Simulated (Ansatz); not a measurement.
Saddle point of AlSiH₆Cl, singlet (AlSiH₆Cl ([SiH3][AlH2][ClH]) → AlSiH₄Cl ([SiH2][AlH2][Cl]) + H₂; bonds formed: Si2–H5, H5–H8; dative contacts that become bonds: Al1–Cl6; bonds broken: Si2–H8, H5–Cl6), PBE0-D4/def2-TZVP structure:

Al1  (-1.462, 0.091, -0.371)
Si2  (0.961, -0.591, -0.414)
H3  (-1.837, 1.046, -1.578)
H4  (-2.399, -1.072, 0.158)
H5  (0.602, 0.698, 1.071)
Cl6  (-0.854, 1.407, 1.434)
H7  (2.008, -0.024, -1.314)
H8  (1.454, 0.303, 0.882)
H9  (1.528, -1.858, 0.132)
(Å)

Energies are electronic, without zero-point energy. Barriers and step energies count from the start structure reached by relaxing down the imaginary mode; all methods use the PBE0-D4 structures, on which another method's saddle can fall below an end. Program: Ansatz 0.2.0. Basis: def2-TZVPP, with def2-QZVPP for the basis limit. Cores are frozen in the correlated methods. B3LYP uses VWN-RPA correlation. Extrapolation: Hartree–Fock as exp(−7.88 √X), correlation as X^−2.97.

```json
{"method": "SPW92", "barrier (eV)": "-0.024", "step energy (eV)": "0.072"}
{"method": "PBE-D4", "barrier (eV)": "0.108", "step energy (eV)": "0.083"}
{"method": "BLYP-D4", "barrier (eV)": "0.177", "step energy (eV)": "0.062"}
{"method": "r2SCAN-D4", "barrier (eV)": "?", "step energy (eV)": "0.072"}
{"method": "B97M-V", "barrier (eV)": "0.289", "step energy (eV)": "0.163"}
{"method": "PBE0-D4", "barrier (eV)": "0.206", "step energy (eV)": "0.108"}
{"method": "B3LYP-D4", "barrier (eV)": "?", "step energy (eV)": "0.085"}
{"method": "r2SCAN0-D4", "barrier (eV)": "0.220", "step energy (eV)": "0.087"}
{"method": "BHLYP-D4", "barrier (eV)": "?", "step energy (eV)": "0.110"}
{"method": "CAM-B3LYP-D4", "barrier (eV)": "0.313", "step energy (eV)": "0.117"}
{"method": "wB97X-V", "barrier (eV)": "0.354", "step energy (eV)": "0.146"}
{"method": "wB97M-V", "barrier (eV)": "0.305", "step energy (eV)": "0.052"}
{"method": "B2PLYP", "barrier (eV)": "0.304", "step energy (eV)": "0.097"}
{"method": "PBE-QIDH", "barrier (eV)": "0.294", "step energy (eV)": "0.119"}
{"method": "RPA on PBE", "barrier (eV)": "0.412", "step energy (eV)": "0.222"}
{"method": "HF", "barrier (eV)": "0.663", "step energy (eV)": "0.185"}
{"method": "MP2", "barrier (eV)": "0.320", "step energy (eV)": "0.102"}
{"method": "CCSD", "barrier (eV)": "0.449", "step energy (eV)": "0.175"}
{"method": "CCSD(T)", "barrier (eV)": "0.389", "step energy (eV)": "0.164"}
```

(1) Fill in the withheld barriers. (To be estimated.)

No T1 diagnostic of these runs exceeds 0.012. The end structure is not quite a true minimum (one mode of 32i cm⁻¹).

Answers

(1) By the calculation: r2SCAN-D4 0.142; BHLYP-D4 0.372; B3LYP-D4 0.251 eV. Each is the energy of the saddle less that of the start structure, by the same method.

For comparison, the barrier by CCSD(T) at an estimated basis limit (MP2 extrapolated from triple and quadruple zeta, plus CCSD(T) − MP2 in triple zeta) is 0.327 eV.

Labels in which every atom is bracketed show which atoms are joined, not bond orders.

For scale, one of the runs: CCSD(T)/def2-TZVPP, 210 basis functions, launched by `ansatz run in.yaml --threads 2 --pin off --events-out ev --progress --plain --max-ram 4352MiB`. Hardware: 2 CPU threads of an Arm Neoverse V2, shared host. Wall time 38 s; peak host memory 2.5 GiB.
